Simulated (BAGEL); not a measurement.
# C4H4F (SMILES C=C1C[C]1F): UHF/3-21G (density fitting with qzvpp-jkfit)

What is the vertical doublet–quartet gap of C4H4F at UHF/3-21G (density fitting with qzvpp-jkfit)? 

The calculation is run with BAGEL 1.2.2.

20 further runs of the same task are left out: 20 set aside as unsound or not needed.

**1. The structure to begin with**

C4H4F: 9 atoms, total charge 0, spin state doublet. As SMILES, `C=C1C[C]1F`. The coordinates come from a GFN2-xTB relaxation.

Bond lengths: C1–C2 1.340 Å, C2–C3 1.521 Å, C2–C4 1.356 Å, C3–C4 1.469 Å, C4–F5 1.325 Å, C1–H6 1.076 Å, C1–H7 1.075 Å, C3–H8 1.086 Å, C3–H9 1.087 Å. Some angles: C1–C2–C3 146.1°, C1–C2–C4 152.7°, C3–C2–C4 61.1°, C2–C3–C4 53.9°, C2–C4–C3 65.0°, C2–C4–F5 147.5°, C3–C4–F5 141.7°, C2–C1–H6 121.0°, C2–C1–H7 121.0°, C2–C3–H8 119.5°.

**2. The energy at UHF/3-21G (density fitting with qzvpp-jkfit)**

Input file hf.json:

```json
{ "bagel": [

{
  "title": "molecule",
  "basis": "3-21g",
  "df_basis": "qzvpp-jkfit",
  "angstrom": true,
  "geometry": [
    { "atom": "C", "xyz": [      -1.476440,       0.509640,      -0.386210 ] },
    { "atom": "C", "xyz": [      -0.214720,       0.109230,      -0.178030 ] },
    { "atom": "C", "xyz": [       0.758040,      -0.547440,       0.790200 ] },
    { "atom": "C", "xyz": [       1.062650,      -0.105950,      -0.577610 ] },
    { "atom": "F", "xyz": [       2.072390,       0.275080,      -1.346890 ] },
    { "atom": "H", "xyz": [      -1.775050,       0.934810,      -1.328120 ] },
    { "atom": "H", "xyz": [      -2.220320,       0.417720,       0.384090 ] },
    { "atom": "H", "xyz": [       0.670650,      -1.609710,       0.997590 ] },
    { "atom": "H", "xyz": [       1.122800,       0.016600,       1.644980 ] }
  ]
},

{
  "title": "uhf",
  "nopen": 1
},

{
  "title": "print",
  "file": "orbitals.molden",
  "orbitals": true
}

]}
```

Run with:

```bash
$ BAGEL_NUM_THREADS=1 BAGEL hf.json > hf.out
```

Log:

```text
* using 1 threads per process

  ===============================================================
  ===============================================================

  *** Geometry ***

  { "atom" : "C", "xyz" : [     -2.790067,      0.963080,     -0.729831 ] },
  { "atom" : "C", "xyz" : [     -0.405762,      0.206415,     -0.336428 ] },
  { "atom" : "C", "xyz" : [      1.432488,     -1.034512,      1.493262 ] },
  { "atom" : "C", "xyz" : [      2.008117,     -0.200216,     -1.091525 ] },
  { "atom" : "F", "xyz" : [      3.916250,      0.519826,     -2.545253 ] },
  { "atom" : "H", "xyz" : [     -3.354358,      1.766535,     -2.509783 ] },
  { "atom" : "H", "xyz" : [     -4.195797,      0.789376,      0.725825 ] },
  { "atom" : "H", "xyz" : [      1.267345,     -3.041911,      1.885172 ] },
  { "atom" : "H", "xyz" : [      2.121784,      0.031369,      3.108562 ] },

  Number of auxiliary basis functions:      449

  Since a DF basis is specified, we compute 2- and 3-index integrals:
    o Being stored without compression. Storage requirement is 0.010 GB

  Number of basis functions:       53
  Number of electrons      :       37

    * METHOD: MOLECULE                             0.16

  *** Open-shell HF ***

  === Nuclear Repulsion ===
   151.7111462151

      * DIIS with orbital gradients will be used.

  === UHF iteration (3-21g) ===
      0       -251.56493446          0.04062909           0.06
      1       -251.66045909          0.02173770           0.07
      2       -251.68426629          0.01230872           0.06
      3       -251.69492496          0.00172881           0.06
      4       -251.69868921          0.00072994           0.06
      5       -251.69980194          0.00044215           0.06
      6       -251.70089222          0.00018421           0.06
      7       -251.70108898          0.00009650           0.06
      8       -251.70112669          0.00004938           0.06
      9       -251.70113732          0.00002492           0.06
     10       -251.70113938          0.00001086           0.07
     11       -251.70113975          0.00000485           0.07
     12       -251.70113981          0.00000214           0.06
     13       -251.70113983          0.00000108           0.06
     14       -251.70113984          0.00000052           0.06
     15       -251.70113984          0.00000031           0.06
     16       -251.70113984          0.00000019           0.06
     17       -251.70113984          0.00000012           0.07
     18       -251.70113984          0.00000007           0.06
     19       -251.70113984          0.00000003           0.06
     20       -251.70113984          0.00000002           0.06
     21       -251.70113984          0.00000001           0.06
    * SCF iteration converged.

    * S^2 (UHF) is 0.9569

    * Permanent dipole moment:
           (    0.549845,     0.051039,    -0.388533) a.u.

    * METHOD: UHF                                  1.51

    * METHOD: PRINT                                0.01

  ===============================================================
```

Wall time 1.8 s (1 thread of Arm Neoverse V1, shared host).

**3. The quartet at the same level**

Input file calc.json:

```json
{ "bagel" : [

{
  "title" : "molecule",
  "basis" : "3-21g",
  "df_basis" : "qzvpp-jkfit",
  "angstrom" : true,
  "geometry" : [
    { "atom" : "C", "xyz" : [   -1.476440,    0.509640,   -0.386210 ] },
    { "atom" : "C", "xyz" : [   -0.214720,    0.109230,   -0.178030 ] },
    { "atom" : "C", "xyz" : [    0.758040,   -0.547440,    0.790200 ] },
    { "atom" : "C", "xyz" : [    1.062650,   -0.105950,   -0.577610 ] },
    { "atom" : "F", "xyz" : [    2.072390,    0.275080,   -1.346890 ] },
    { "atom" : "H", "xyz" : [   -1.775050,    0.934810,   -1.328120 ] },
    { "atom" : "H", "xyz" : [   -2.220320,    0.417720,    0.384090 ] },
    { "atom" : "H", "xyz" : [    0.670650,   -1.609710,    0.997590 ] },
    { "atom" : "H", "xyz" : [    1.122800,    0.016600,    1.644980 ] }
  ]
},
{
  "title" : "uhf",
  "nopen" : 3
},
{
  "title" : "print",
  "file" : "orbitals.molden",
  "orbitals" : true
}

]}
```

Run with:

```bash
$ BAGEL_NUM_THREADS=1 BAGEL calc.json > calc.out
```

Log:

```text
* using 1 threads per process

  ===============================================================
  ===============================================================

  *** Geometry ***

  { "atom" : "C", "xyz" : [     -2.790067,      0.963080,     -0.729831 ] },
  { "atom" : "C", "xyz" : [     -0.405762,      0.206415,     -0.336428 ] },
  { "atom" : "C", "xyz" : [      1.432488,     -1.034512,      1.493262 ] },
  { "atom" : "C", "xyz" : [      2.008117,     -0.200216,     -1.091525 ] },
  { "atom" : "F", "xyz" : [      3.916250,      0.519826,     -2.545253 ] },
  { "atom" : "H", "xyz" : [     -3.354358,      1.766535,     -2.509783 ] },
  { "atom" : "H", "xyz" : [     -4.195797,      0.789376,      0.725825 ] },
  { "atom" : "H", "xyz" : [      1.267345,     -3.041911,      1.885172 ] },
  { "atom" : "H", "xyz" : [      2.121784,      0.031369,      3.108562 ] },

  Number of auxiliary basis functions:      449

  Since a DF basis is specified, we compute 2- and 3-index integrals:
    o Being stored without compression. Storage requirement is 0.010 GB

  Number of basis functions:       53
  Number of electrons      :       37

    * METHOD: MOLECULE                             0.16

  *** Open-shell HF ***

  === Nuclear Repulsion ===
   151.7111462151

      * DIIS with orbital gradients will be used.

  === UHF iteration (3-21g) ===
      0       -251.33222522          0.03859052           0.06
      1       -251.45533859          0.02124458           0.06
      2       -251.48796462          0.01198720           0.06
      3       -251.50009824          0.00318597           0.06
      4       -251.50679805          0.00116665           0.06
      5       -251.50826054          0.00066674           0.06
      6       -251.50884770          0.00028275           0.06
      7       -251.50895388          0.00011015           0.06
      8       -251.50897298          0.00002891           0.06
      9       -251.50897434          0.00001573           0.06
     10       -251.50897481          0.00001064           0.06
     11       -251.50897515          0.00000563           0.06
     12       -251.50897523          0.00000293           0.06
     13       -251.50897524          0.00000121           0.06
     14       -251.50897524          0.00000068           0.06
     15       -251.50897524          0.00000022           0.06
     16       -251.50897524          0.00000011           0.06
     17       -251.50897524          0.00000007           0.06
     18       -251.50897524          0.00000004           0.06
     19       -251.50897524          0.00000002           0.06
     20       -251.50897524          0.00000001           0.06
     21       -251.50897524          0.00000001           0.06
    * SCF iteration converged.

    * S^2 (UHF) is 3.7858

    * Permanent dipole moment:
           (    0.600589,     0.011737,    -0.561759) a.u.

    * METHOD: UHF                                  1.47

    * METHOD: PRINT                                0.01

  ===============================================================
```

Run time: 1.8 s. Hardware: 1 thread of Arm Neoverse V1, shared host.

**4. Summary of results**

At UHF/3-21G (density fitting with qzvpp-jkfit):

| quantity | value |
| --- | --- |
| doublet: total energy | -251.70114 Eh |
| doublet: dipole moment | 1.72 D |
| doublet: ⟨S²⟩ | 0.957 |
| quartet: total energy | -251.50898 Eh |
| quartet: dipole moment | 2.09 D |
| quartet: ⟨S²⟩ | 3.786 |
| vertical energy of the quartet above the doublet | 5.229 eV |

**Reading.** At this shape the quartet lies 5.23 eV (121 kcal/mol) above the doublet. ⟨S²⟩ (doublet) is 0.96 where a pure doublet has 0.75: the reference is spin-contaminated.
